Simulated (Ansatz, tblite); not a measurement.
**The cluster Si₃: charged states by level of theory**

An exercise on one series of results from a longer session: the logs are not shown, and one member is left open.

Computed with Ansatz 0.2.0, Gaussian basis. Level: as each input shows.

Levels to be run: charge +1 doublet, at the geometry of the singlet (PBE0-D4/def2-TZVP, PBE-D4/def2-TZVP, r2SCAN-D4/def2-TZVP, PBE-QIDH/def2-TZVP, HSE06-D4/def2-TZVP, HF/def2-TZVP, r2SCANh-D4/def2-TZVP, r2SCAN0-D4/def2-TZVP, LC-ωPBE(0.10)/def2-TZVP, LC-ωPBE(0.15)/def2-TZVP, LC-ωPBE(0.20)/def2-TZVP, LC-ωPBE(0.30)/def2-TZVP, CCSD(T)/def2-TZVPP); charge +1 doublet, relaxed (PBE0-D4/def2-TZVP, PBE-D4/def2-TZVP); charge -1 doublet, at the geometry of the singlet (PBE0-D4/def2-TZVPD, PBE-D4/def2-TZVPD, r2SCAN-D4/def2-TZVPD, LC-ωPBE(0.10)/def2-TZVP, LC-ωPBE(0.15)/def2-TZVP, LC-ωPBE(0.20)/def2-TZVP, LC-ωPBE(0.30)/def2-TZVP, CCSD(T)/def2-TZVPD); the starting singlet's energies come from earlier runs.

## The relaxed structure

The geometry is that of the singlet, from an earlier relaxation (PBE-D4/def2-TZVP). At that level it is the lowest of the isomers that a small search found.

3 atoms, charge 0, spin multiplicity 1.

Atoms are counted from 1 here; the program's logs count them from 0.

Bond lengths: Si1–Si2 2.189 Å, Si1–Si3 2.189 Å. Angles: Si2–Si1–Si3 81.9°.

Set-up of the first run:

in.yaml

```yaml
crystal:
  periodic: [false, false, false]
  atoms:
    - {symbol: Si, position_ang: [0.863175, 0.007822, 0.685922]}
    - {symbol: Si, position_ang: [-0.352025, 1.423420, -0.459361]}
    - {symbol: Si, position_ang: [-0.511150, -1.431242, -0.226560]}
basis:
  gaussian: {orbitals: def2-TZVP}
total_charge: 1
magnetization: {spin_polarized: true, initial_magnetization: 1}
hamiltonian: {xc: pbe0, dispersion: d4}
output: {orbitals: {seedname: orbitals}}
```

On the command line:

```bash
$ ansatz run in.yaml --threads 2 --pin off --events-out ev --progress --plain --max-ram 4352MiB
```

Among the steps run: Charge +1 doublet at the fixed geometry, PBE0-D4/def2-TZVP; Charge +1 doublet at the fixed geometry, PBE-D4/def2-TZVP; Charge +1 doublet at the fixed geometry, r2SCAN-D4/def2-TZVP; Charge +1 doublet at the fixed geometry, PBE-QIDH/def2-TZVP; Charge +1 doublet at the fixed geometry, HSE06-D4/def2-TZVP; Charge +1 doublet at the fixed geometry, HF/def2-TZVP; Charge +1 doublet at the fixed geometry, r2SCANh-D4/def2-TZVP; Charge +1 doublet at the fixed geometry, r2SCAN0-D4/def2-TZVP; Charge +1 doublet at the fixed geometry, LC-ωPBE(0.10)/def2-TZVP; Charge +1 doublet at the fixed geometry, LC-ωPBE(0.15)/def2-TZVP; Charge +1 doublet at the fixed geometry, LC-ωPBE(0.20)/def2-TZVP; Charge +1 doublet at the fixed geometry, LC-ωPBE(0.30)/def2-TZVP; Charge +1 doublet at the fixed geometry, CCSD(T)/def2-TZVPP.

One of the session's tables, all rows but one given; the rest of the session is left out.

It belongs to the step «Vertical ionisation energy». Beside −ε(HOMO) of the starting state:

| level | −ε(HOMO) (eV) | by difference (eV) | mismatch (eV) |
| --- | --- | --- | --- |
| PBE-D4/def2-TZVP | 5.38 | 8.09 | -2.70 |
| r2SCAN-D4/def2-TZVP | ? | ? | ? |
| r2SCANh-D4/def2-TZVP | 5.89 | 8.11 | -2.22 |
| PBE0-D4/def2-TZVP | 6.28 | 8.14 | -1.86 |
| r2SCAN0-D4/def2-TZVP | 6.38 | 8.11 | -1.72 |
| HSE06-D4/def2-TZVP | 5.90 | 8.14 | -2.24 |

Q: Estimate the row for r2SCAN-D4/def2-TZVP from the others.

Worked estimate for «−ε(HOMO) (eV)». Against the share of exact exchange, r2SCANh-D4/def2-TZVP (0.1, 5.89), r2SCAN0-D4/def2-TZVP (0.25, 6.38) give a slope of 3.27 per unit share; at 0 the line stands at 5.56.

As computed: −ε(HOMO) (eV): 5.57; by difference (eV): 8.11; mismatch (eV): -2.54. In «−ε(HOMO) (eV)» the line misses by -0.01.

Limits of these values: Doubts: large T1 diagnostic, spin contamination. CCSD(T)/def2-TZVPP is no safe reference here (large T1 diagnostic, spin contamination). CCSD(T)/def2-TZVPD is no safe reference here (large T1 diagnostic, spin contamination). The anion's highest level is positive in at least one run, so there the basis alone may hold the extra electron.
